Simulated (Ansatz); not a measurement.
`B#B` (triplet), 2 atoms. Total charge 0; spin multiplicity 3. All runs use 2 threads of an AMD EPYC 7R13 on a shared host. Correlated methods freeze the cores. Open-shell runs search over several starts.

(1) Give the basis size and wall time and peak host memory of each of these runs in Ansatz. UHF-CCSD(T)/def2-SVP energy; UKS ωB97M-V/def2-QZVPP energy; UHF-CCSD(T)/cc-pV(D+d)Z energy; UKS B3LYP-D4/def2-TZVPP energy and forces; UHF-CCSD(T)/def2-QZVPP energy; UHF-CCSD(T)/def2-TZVPP energy; UKS ωB97M-V/def2-SVP energy; UKS r2SCAN0-D4/def2-TZVPP energy; UKS PBE0-D4/def2-QZVPP energy; UKS PBE0-D4/def2-TZVPP energy; UKS PBE0-D4/def2-TZVP frequencies; UHF-CCSD(T)/cc-pV(Q+d)Z energy. (Estimate.)

## Answers

(1) The calculation gave: Other jobs shared the machine, so times are rough.

```
                    level                job  functions  wall time  peak host memory (GiB)
     UHF-CCSD(T)/def2-SVP             energy         28      1.1 s                    0.11
  UHF-CCSD(T)/cc-pV(D+d)Z             energy         28      1.2 s                    0.11
     UKS ωB97M-V/def2-SVP             energy         28      2.9 s                    0.15
   UKS PBE0-D4/def2-TZVPP             energy         62      3.3 s                    0.12
   UHF-CCSD(T)/def2-TZVPP             energy         62      3.5 s                     0.2
  UKS B3LYP-D4/def2-TZVPP  energy and forces         62      3.7 s                    0.14
UKS r2SCAN0-D4/def2-TZVPP             energy         62      3.7 s                    0.15
   UKS PBE0-D4/def2-QZVPP             energy        114      4.2 s                    0.17
    UKS PBE0-D4/def2-TZVP        frequencies         62        7 s                    0.14
   UKS ωB97M-V/def2-QZVPP             energy        114        9 s                    0.27
  UHF-CCSD(T)/cc-pV(Q+d)Z             energy        110       13 s                    0.63
   UHF-CCSD(T)/def2-QZVPP             energy        114       14 s                    0.68
```

B3LYP here is the variant with VWN-RPA as its local correlation; programs differ in this. The UHF reference is spin-contaminated (⟨S²⟩ = 2.91, T1 = 0.069).
